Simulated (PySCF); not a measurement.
# Core-level binding energies of 1,2-dimethyl-1,2-diazetidine

1,2-dimethyl-1,2-diazetidine, C₄H₁₀N₂.
Cartesian coordinates in Å at the PBE0-D3(BJ)/def2-SVP level; atoms count from 1:
```
atom  x, y, z in Å
C1    -1.380   -1.312   -0.257
N2    -0.571   -0.303    0.372
C3    -1.020    1.085    0.228
C4     0.424    1.439   -0.116
N5     0.635    0.014   -0.383
C6     1.820   -0.579    0.174
H7    -1.617   -1.077   -1.316
H8    -0.859   -2.282   -0.225
H9    -2.318   -1.420    0.309
H10   -1.465    1.527    1.132
H11   -1.707    1.230   -0.628
H12    0.611    2.107   -0.971
H13    0.990    1.802    0.764
H14    2.698   -0.197   -0.369
H15    1.940   -0.366    1.257
H16    1.794   -1.671    0.036
```

Theory: delta-SCF UKS SCAN, pcX-2 on the ionised atom, pcseg-1 elsewhere, spin-free X2C in PySCF 2.14.0. Vertical ΔSCF values, vacuum level as zero.

Q: List the computed XPS lines with their assignment.

A: 
| atom(s) | environment | level | binding energy (eV) | above the level's lowest (eV) | count |
| --- | --- | --- | --- | --- | --- |
| N2/N5 | hydrazine nitrogen | N 1s | 404.94 | 0.00 | 2 |
| C3/C4 | sp3 carbon bound to nitrogen | C 1s | 291.28 | +0.18 | 2 |
| C1/C6 | N-methyl carbon | C 1s | 291.10 | 0.00 | 2 |

The 2 C 1s values lie within 0.18 eV of each other; Gaussian lines of 0.5 eV full width would blend them into one maximum.

Q: Which effective nuclear charge Zeff reproduces each element's mean 1s value in the hydrogen-like formula E = 13.606 eV × Zeff²?

A: C (Z = 6): mean 291.2 eV, Zeff = 4.63, Z − Zeff = 1.37; N (Z = 7): mean 404.9 eV, Zeff = 5.46, Z − Zeff = 1.54. Means run over the listed sites, weighted by atom count.

Q: Express the binding energy of N 1s of N2 (atom 2)/N5 in atomic units and per mole.

A: 404.94 eV = 14.8813 Eh = 39071 kJ/mol.

The first atom of each set that the bonding makes equivalent was ionised and stands for the set. Isolated species at its PBE0-D3(BJ)/def2-SVP geometry (one conformer only).

On one thread, Arm Neoverse V2 (aarch64) (shared host), this took 21 s wall and 0.64 GiB of memory at its peak.
